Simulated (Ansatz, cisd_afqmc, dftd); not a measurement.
System: O3, charge 0, singlet. O3 (SMILES O=[O+][O-]).
B3LYP-D3(BJ)/def2-TZVP minimum from Ansatz (an electronic-structure program):
```xyz
3

O     -0.0102     1.0756    -0.2169
O      0.0093     0.0011     0.4285
O      0.0009    -1.0767    -0.2116
```

Property: atomisation energy (electronic, to ground-state atoms), in kcal/mol. Open shells are spin-unrestricted; no spin-orbit coupling. Correlated methods leave the cores frozen. No relativity. AFQMC/CISD: phaseless, guided by CISD from CCSD amplitudes; bars are statistical, one sigma. Outlying blocks are dropped, and bars are widened where a walk drifts. Over all cases where full CI ran beside it in this data, AFQMC minus full CI had a median of +0.1 mEh and passed +0.4 mEh in a tenth of the cases. CBS(X,Y): correlation extrapolated as X^-3, Hartree-Fock from the larger set (Q,5: extrapolated as (X+1)exp(-9√X)). A bracket is a step between two methods taken in the basis named. Double hybrids freeze cores in their MP2 part. The T1 diagnostic of O3 (O=[O+][O-], singlet) reaches 0.026 in the sets run. The restricted determinant of O3 (O=[O+][O-], singlet) is unstable towards broken spin symmetry in at least one set run.

```json
[
 {"level": "PBE-D3(BJ)/def2-TZVPD", "program": "Ansatz + dftd3", "atomisation energy (kcal/mol)": "184.6", "difference against the last row": "38.2"},
 {"level": "PBE-D4/def2-TZVPD", "program": "Ansatz + dftd4", "atomisation energy (kcal/mol)": "184.7", "difference against the last row": "38.3"},
 {"level": "r2SCAN/def2-TZVPD", "program": "Ansatz", "atomisation energy (kcal/mol)": "151.6", "difference against the last row": "5.2"},
 {"level": "PBE0/def2-TZVPD", "program": "Ansatz", "atomisation energy (kcal/mol)": "139.5", "difference against the last row": "-6.9"},
 {"level": "r2SCANh-D4/def2-TZVPD", "program": "Ansatz + dftd4", "atomisation energy (kcal/mol)": "136.8", "difference against the last row": "-9.6"},
 {"level": "CAM-B3LYP-D3(BJ)/def2-TZVPD", "program": "Ansatz + dftd3", "atomisation energy (kcal/mol)": "137.4", "difference against the last row": "-9.0"},
 {"level": "B2PLYP/def2-TZVPD", "program": "Ansatz", "atomisation energy (kcal/mol)": "144.2", "difference against the last row": "-2.2"},
 {"level": "MP2/cc-pVDZ", "program": "Ansatz", "atomisation energy (kcal/mol)": "135.2", "difference against the last row": "-11.2"},
 {"level": "CCSD/cc-pVTZ", "program": "Ansatz", "atomisation energy (kcal/mol)": "108.8", "difference against the last row": "-37.6"},
 {"level": "CCSD/cc-pVQZ", "program": "Ansatz", "atomisation energy (kcal/mol)": "114.8", "difference against the last row": "-31.6"},
 {"level": "CCSD(T)/CBS(cc-pVQZ,cc-pV5Z)", "program": "Ansatz", "atomisation energy (kcal/mol)": "144.1", "difference against the last row": "-2.3"},
 {"level": "CCSDT(Q)/cc-pVDZ", "program": "Ansatz", "atomisation energy (kcal/mol)": "115.5", "difference against the last row": "-30.9"},
 {"level": "CCSDT(Q)/cc-pVTZ", "program": "Ansatz", "atomisation energy (kcal/mol)": "134.8", "difference against the last row": "-11.6"},
 {"level": "CCSDTQ/cc-pVDZ", "program": "Ansatz", "atomisation energy (kcal/mol)": "114.6", "difference against the last row": "-31.8"},
 {"level": "AFQMC/CISD/cc-pVDZ", "program": "cisd_afqmc", "atomisation energy (kcal/mol)": "112.4 ± 0.4", "difference against the last row": "-34.0"},
 {"level": "CCSD(T)/CBS(cc-pVQZ,cc-pV5Z) + [CCSDT(Q) - CCSD(T)]/cc-pVDZ", "program": "Ansatz", "atomisation energy (kcal/mol)": "147.8", "difference against the last row": "1.4"},
 {"level": "CCSD(T)/CBS(cc-pVQZ,cc-pV5Z) + [CCSDT(Q) - CCSD(T)]/cc-pVTZ + [CCSDTQ - CCSDT(Q)]/cc-pVDZ", "program": "Ansatz", "atomisation energy (kcal/mol)": "146.4", "difference against the last row": "0.0"}
]
```
